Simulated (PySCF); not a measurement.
BH and its ions

MN15; PySCF, no relativity, basis sets B def2-TZVPPD, H def2-TZVPPD. Neutral (UKS): singlet (closed shell), Re = 1.231 Å, ωe = 2395 cm⁻¹, De = 3.74 eV, HOMO -7.30 eV, LUMO -1.66 eV.

BH⁺ (UKS): doublet (σ ↑), Re = 1.197 Å, ωe = 2633 cm⁻¹, De = 2.33 eV to B⁺ + H. The energies at the minima are -25.26342 hartree for BH and -24.90964 for BH⁺.

Work out the adiabatic ionisation energy, without and with harmonic zero-point energies (1 hartree = 27.2114 eV, 1 eV = 8065.5 cm⁻¹), and the change of the bond length.

At MN15: 0.35378 hartree = 9.627 eV between the minima; the zero-point term (2633.0 − 2395.0)/2 cm⁻¹ = +0.015 eV makes it 9.642 eV. Re changes by -3.4 pm against the neutral. Minus the HOMO energy is 7.30 eV, -2.33 eV from the value between the minima; self-interaction puts the Kohn–Sham level too high, less so with exact exchange. The electron leaves a σ orbital, and the shorter bond of the ion fits an antibonding orbital, or a change in how ionic the bond is.

For an ion De counts to the pair picked by the measured ionisation energies or electron affinities, which need not be the lowest pair at this level. States were picked by a PBE0 search and need not be the measured ground states.
